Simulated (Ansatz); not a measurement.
Rock-salt MgO: LDA at its full settings (plane-wave cutoff 520 eV, 14×14×14 k mesh, Fermi–Dirac smearing 0.01 eV, scalar-relativistic PAW data made under PBE) and at cheaper ones, in a cell of 2 atoms with Γ-centred meshes.

```json
[
 {"level and setting": "LDA (Ansatz)", "lattice constant a (Å)": "4.160", "bulk modulus B0 (GPa)": "172"},
 {"level and setting": "LDA (2×2×2 k mesh) (Ansatz)", "lattice constant a (Å)": "4.200", "bulk modulus B0 (GPa)": "163"},
 {"level and setting": "LDA (4×4×4 k mesh) (Ansatz)", "lattice constant a (Å)": "4.160", "bulk modulus B0 (GPa)": "172"}
]
```

Largest shifts from the full settings: lattice constant a +0.96 % (LDA (2×2×2 k mesh)), against a difference of -0.69 % of the full result from the reference 4.189 Å (measured, static lattice: zero-point anharmonic expansion removed; as tabulated in Mejia-Rodriguez and Trickey (2018), arXiv:1807.09216); bulk modulus -5.2 % (LDA (2×2×2 k mesh)), against a difference of +1.2 % of the full result from the reference 170 GPa (measured, 0 K value with the zero-point phonon effect removed; as tabulated in Mejia-Rodriguez and Trickey (2018), arXiv:1807.09216).

Ansatz's density-functional and Hartree–Fock values are scalar-relativistic unless marked +SOC, with PAW data made under PBE.

Run with cheap settings on purpose, which may leave them unconverged: LDA (2×2×2 k mesh), LDA (4×4×4 k mesh).

Ansatz is an electronic-structure program.
